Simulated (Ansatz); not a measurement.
Trigonal Te, treated with PBE (Ansatz, a quantum-chemistry and plane-wave program, PAW).

Run with plane-wave cutoff 520 eV, 12×12×6 k mesh (along the axes of the cell as run), Fermi–Dirac smearing 0.01 eV, scalar-relativistic PAW data made under PBE.

Computed at the level's own relaxed cell.

Q: Give the computed bulk modulus B0, lattice parameter c, volume per atom, lattice constant a, band gap and direct gap at Γ.

A: 
- bulk modulus B0: 17.3 GPa
- lattice parameter c: 5.955 Å
- volume per atom: 35.12 Å³/atom
- lattice constant a: 4.518 Å
- band gap: 0.20 eV
- direct gap at Γ: 1.80 eV

Measured, for comparison: band gap 0.33 eV (temperature not stated, no zero-point or thermal correction, compiled measured gap; kind and temperature not stated; as tabulated in Kothakonda et al. (2022), arXiv:2208.02841); bulk modulus 19 GPa (temperature not stated, no zero-point or thermal correction; as tabulated in Yi et al. (2018), arXiv:1712.00894); lattice parameter c 5.928 Å, lattice constant a 4.456 Å (293 K, no zero-point or thermal correction; as tabulated in Wikipedia's data pages). Computed (rounded) less measured: bulk modulus -9 % (against room or unstated temperature, where such soft solids are markedly softer), lattice parameter c +0.5 %, lattice constant a +1.4 %.

Note: the cell comes from a level without a dispersion term, which matters for the spacing of layers, chains or molecules; the bulk modulus comes from volumes at which shape and atoms were relaxed.

Spin–orbit coupling is not included; it can close the smallest gap of 0.20 eV.

Static lattice: no zero-point or thermal effects.

It cost roughly 11 core-minutes of CPU time.
